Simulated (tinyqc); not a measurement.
CIS on RHF in the sto-3g basis, frozen core, for H2O, spin multiplicity 1, step by step. One step of it, computed by the program tinyqc.

Problem. CIS matrix, singlets. A(ia,jb) = (e_a - e_i) d_ij d_ab + 2 (ia|jb) - (ij|ab).

orbital energies (hartree): MO1 -20.262256, MO2 -1.198300, MO3 -0.540525, MO4 -0.425056, MO5 -0.385122, MO6 0.449123, MO7 0.572087

Two-electron integrals over orbitals (pq|rs), unique and non-zero (hartree); the lowest 1 orbital is frozen and left out:
```
p,q,r,s,(pq|rs)
2,2,2,2,0.723874
3,2,3,2,0.128847
3,3,2,2,0.609274
3,3,3,3,0.586607
4,2,2,2,-0.026799
4,2,3,3,0.004094
4,2,4,2,0.130200
4,3,3,2,0.029277
4,3,4,3,0.056155
4,4,2,2,0.661658
4,4,3,3,0.561304
4,4,4,2,-0.093707
4,4,4,4,0.700018
5,2,5,2,0.151278
5,3,5,3,0.025900
5,4,5,2,-0.042787
5,4,5,4,0.047468
5,5,2,2,0.755822
5,5,3,3,0.596144
5,5,4,2,-0.079201
5,5,4,4,0.689699
5,5,5,5,0.880159
6,2,2,2,0.128969
6,2,3,3,0.063029
6,2,4,2,0.033792
6,2,4,4,0.062983
6,2,5,5,0.139333
6,2,6,2,0.093338
6,3,3,2,-0.039299
6,3,4,3,-0.039952
6,3,6,3,0.078167
6,4,2,2,0.130278
6,4,3,3,0.047893
6,4,4,2,-0.046382
6,4,4,4,0.132520
6,4,5,5,0.151396
6,4,6,2,0.060883
6,4,6,4,0.098199
6,5,5,2,0.050899
6,5,5,4,0.006137
6,5,6,5,0.033824
6,6,2,2,0.586597
6,6,3,3,0.543313
6,6,4,2,0.047689
6,6,4,4,0.539599
6,6,5,5,0.571962
6,6,6,2,0.088770
6,6,6,4,0.052629
6,6,6,6,0.574602
7,2,3,2,0.056433
7,2,4,3,-0.028651
7,2,6,3,0.028814
7,2,7,2,0.069354
7,3,2,2,0.168611
7,3,3,3,0.088216
7,3,4,2,-0.075240
7,3,4,4,0.143885
7,3,5,5,0.204662
7,3,6,2,0.067873
7,3,6,4,0.101765
7,3,6,6,0.044362
7,3,7,3,0.159613
7,4,3,2,-0.070738
7,4,4,3,-0.014483
7,4,6,3,0.056262
7,4,7,2,-0.017582
7,4,7,4,0.070113
7,5,5,3,0.023946
7,5,7,5,0.025445
7,6,3,2,0.085631
7,6,4,3,0.063763
7,6,6,3,-0.069411
7,6,7,2,-0.002539
7,6,7,4,-0.060164
7,6,7,6,0.113460
7,7,2,2,0.608179
7,7,3,3,0.578241
7,7,4,2,-0.020138
7,7,4,4,0.577856
7,7,5,5,0.609610
7,7,6,2,0.060757
7,7,6,4,0.053408
7,7,6,6,0.545384
7,7,7,3,0.099381
7,7,7,7,0.594952
```

Give: CIS matrix A, singlet.

Solution.

CIS matrix A, singlet (hartree), lower triangle:
```
,2>6,2>7,3>6,3>7,4>6,4>7,5>6,5>7
2>6,1.2475
2>7,0.0000,1.3009
3>6,0.0000,-0.0280,0.6027
3>7,0.0501,0.0000,0.0000,0.8536
4>6,0.0741,0.0000,0.0000,0.1398,0.5310
4>7,0.0000,-0.0150,0.0488,0.0000,0.0000,0.5595
5>6,0.0000,0.0000,0.0000,0.0000,0.0000,0.0000,0.3299
5>7,0.0000,0.0000,0.0000,0.0000,0.0000,0.0000,0.0000,0.3985
```
